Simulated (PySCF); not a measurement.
## The first ionisation energy along the third row

All values are computed (PySCF 2.14, energy differences of UHF-based or UKS calculations, no spin-orbit coupling). Values in eV. The last column holds reference values (NIST; (s) semi-empirical, (t) theoretical, else measured). Unmarked ones compare directly (S terms, centres of terms, or small fine structure); those marked * lie between the lowest fine-structure levels and include a spin-orbit shift.

```
                                                                           element               configurations     UHF     PBE  r2SCAN  MP2 (valence)  CCSD (valence)  CCSD (valence and next inner shell)  reference
Mg (x2c-TZVPPall with one added diffuse shell each of s, p, d type, spin-free X2C)          [Ne] 3s2 → [Ne] 3s1   6.621   7.643   7.376          7.215           7.514                                7.550      7.646
Al (x2c-TZVPPall with one added diffuse shell each of s, p, d type, spin-free X2C)      [Ne] 3s2 3p1 → [Ne] 3s2   5.590   6.063   6.157          5.809           5.902                                5.886      5.977
Si (x2c-TZVPPall with one added diffuse shell each of s, p, d type, spin-free X2C)  [Ne] 3s2 3p2 → [Ne] 3s2 3p1   7.627   8.189   8.312          8.031           8.061                                8.052      8.157
 P (x2c-TZVPPall with one added diffuse shell each of s, p, d type, spin-free X2C)  [Ne] 3s2 3p3 → [Ne] 3s2 3p2   9.896  10.482  10.614         10.471          10.407                               10.404     10.526
 S (x2c-TZVPPall with one added diffuse shell each of s, p, d type, spin-free X2C)  [Ne] 3s2 3p4 → [Ne] 3s2 3p3   9.222  10.422  10.368          9.960          10.066                               10.070     10.336
Cl (x2c-TZVPPall with one added diffuse shell each of s, p, d type, spin-free X2C)  [Ne] 3s2 3p5 → [Ne] 3s2 3p4  11.757  12.965  13.000         12.720          12.680                               12.685     12.974
Ar (x2c-TZVPPall with one added diffuse shell each of s, p, d type, spin-free X2C)          [Ar] → [Ne] 3s2 3p5  14.553  15.704  15.758         15.697          15.512                               15.517     15.819
```

Which of these methods has the smallest mean absolute error against the measured values here?

PBE, with 0.054 eV.

```csv
method,elements,mean error (eV),mean absolute error (eV),largest error (eV)
UHF,7,-0.881,0.881,-1.265
PBE,7,0.005,0.054,-0.115
r2SCAN,7,0.022,0.116,-0.271
MP2 (valence),7,-0.219,0.219,-0.432
CCSD (valence),7,-0.184,0.184,-0.306
CCSD (valence and next inner shell),7,-0.182,0.182,-0.302
```

Errors include the incompleteness of the basis and the frozen core.

"Valence" correlates the outer s and p shells and, in groups 3 to 12 and the f block, the outer d or f shell, open or full, or the next shell where the ion has no valence electron left; the wider scheme adds the next inner shell.
